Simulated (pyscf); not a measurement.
methoxy (H₃C–O•) + water (H₂O) → H₃C–O–OH + H atom (H•) (substitution at O; doublet surface; H–O broken, O–O formed). Single points on ωB97X-D3(BJ)/def2-SVP structures (PySCF, gas phase). Correlated levels are frozen-core, on RHF or UHF. ΔMP2 is the change of the MP2 total energy from the triple- to the quadruple-zeta basis. Energies in kcal/mol from the separated reactants.

```csv
level,barrier,reaction energy
PBE/def2-TZVP,70.1,+70.6
B3LYP-D3(BJ)/def2-TZVP,78.7,+77.6
PBE0-D3(BJ)/def2-TZVP,79.5,+74.9
M06-2X/def2-TZVP,…,+74.5
HF/def2-TZVP,104.3,+90.4
CCSD/def2-TZVPP,88.0,+79.8
CCSD(T)/def2-TZVPP + ΔMP2(QZVPP),…,…
```

Question: Complete the blanks.

Answer: 
- M06-2X/def2-TZVP, barrier: 83.5
- CCSD(T)/def2-TZVPP + ΔMP2(QZVPP), barrier: 83.9
- CCSD(T)/def2-TZVPP + ΔMP2(QZVPP), reaction energy: +77.0

On the reactant side the descent ends in a complex, 5.4 kcal/mol under the separated species and 89.1 kcal/mol under the saddle at ωB97X-D3(BJ)/def2-TZVP. At PBE this geometry lies under the product side: in single points on another level's saddle the reverse barrier vanishes, and the forward threshold there is about the reaction energy. The same reactants have a lower exit, to H₂C=O + H• + H₂O (no saddle counted: cutting one bond, which may have a small barrier of its own, costs +27.8 kcal/mol at ωB97M-D3(BJ), against +83.4 kcal/mol here). H₃C–O• lies 7.0 kcal/mol over its isomer •H₂C–OH, and others may lie lower still (electronic energy, ωB97M-D3(BJ)). H₃C–O–OH lies 63.6 kcal/mol over its isomer HO–CH₂–OH, and others may lie lower still (electronic energy, ωB97M-D3(BJ)). One saddle was located; it need not be the lowest between these sides. The angle at the attacked O is 161°. The CCSD(T) − MP2 part came from Ansatz, without density fitting, on the same reference. A UHF reference is spin-contaminated (<S²> up to 0.99), which harms MP2 most.
